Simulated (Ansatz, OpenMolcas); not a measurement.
**A ladder of methods for C2H7P (dimethylphosphine)**

C2H7P: 10 atoms, total charge 0, spin state singlet. SMILES: `CPC`. The shape is that of a PBE0-D4/def2-TZVP optimisation.

```csv
atom,x (Å),y (Å),z (Å)
C,-0.9399,0.5627,-0.9122
P,0.6417,0.8520,-0.0101
C,0.6499,-0.6107,1.1122
H,-1.0452,-0.4618,-1.2747
H,-1.0035,1.2489,-1.7590
H,-1.7735,0.7871,-0.2430
H,1.5091,0.3168,-1.0014
H,-0.0908,-0.4549,1.8998
H,1.6274,-0.6932,1.5911
H,0.4248,-1.5470,0.5974
```

Each level gives the energy change with the C1–H6 bond stretched from 1.092 to 2.403 Å (eV). The values are calculated.

```tsv
level	kind	program	value (eV)
HF/6-311+G** (restricted)	Hartree–Fock	OpenMolcas	5.52
BLYP/6-311+G** (restricted)	GGA	OpenMolcas	4.31
TPSS/6-311+G** (restricted)	meta-GGA	OpenMolcas	4.56
r2SCAN/6-311+G** (restricted)	meta-GGA	OpenMolcas	4.70
M06-2X/6-311+G** (restricted)	hybrid meta-GGA	OpenMolcas	5.05
PBE0/6-311+G** (restricted)	global hybrid	OpenMolcas	4.90
wB97M-V/6-311+G** (restricted)	range-separated hybrid	Ansatz	5.00
CCSD/6-311+G** (restricted)	coupled cluster or CI	Ansatz	4.48
```

The first shape isn't each level's own minimum. The values span 4.31 to 5.52 eV.
